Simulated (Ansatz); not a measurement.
AlH2O2 (SMILES [OH][Al][OH]): the vertical ionisation energy, rung by rung

AlH2O2 has 5 atoms, charge 0, and is taken as a doublet. As SMILES, `[OH][Al][OH]`. The coordinates come from a PBE0-D4/def2-TZVP relaxation. This is one conformer, not always the lowest.

```xyz
5

O    -1.5735   -0.3246   -0.2375
Al    0.0185   -0.8251    0.0650
O     1.2494    0.3483    0.1600
H    -1.8097    0.5958   -0.3592
H     2.1651    0.1318    0.3304
```

Each level gives the vertical ionisation energy (to the singlet cation) (eV). The values are calculated.

```tsv
level	kind	program	value (eV)	less FCI/STO-3G
USVWN5/STO-3G	LDA	Ansatz	3.96	+0.74
U-revPBE/STO-3G	GGA	Ansatz	4.01	+0.79
U-r2SCAN/STO-3G	meta-GGA	Ansatz	4.25	+1.03
UPBE0/STO-3G	global hybrid	Ansatz	4.33	+1.11
U-wB97M-V/STO-3G	range-separated hybrid	Ansatz	4.15	+0.93
U-wB97X/STO-3G	range-separated hybrid	Ansatz	4.35	+1.13
RPA@PBE/STO-3G	RPA	Ansatz	2.98	-0.24
UMP2/STO-3G	perturbation theory	Ansatz	3.47	+0.25
UCCSDT/STO-3G	coupled cluster or CI	Ansatz	3.22	0.00
FCI/STO-3G	exact in the basis	Ansatz	3.22	0.00
```

FCI/STO-3G is exact within its basis and frozen core, so for wave-function methods in that basis the difference is their error; functionals converge differently with the basis, so for them it is only a difference. The values span 2.98 to 4.35 eV. All rows use very small basis sets, so none should be taken for the real molecule's value.
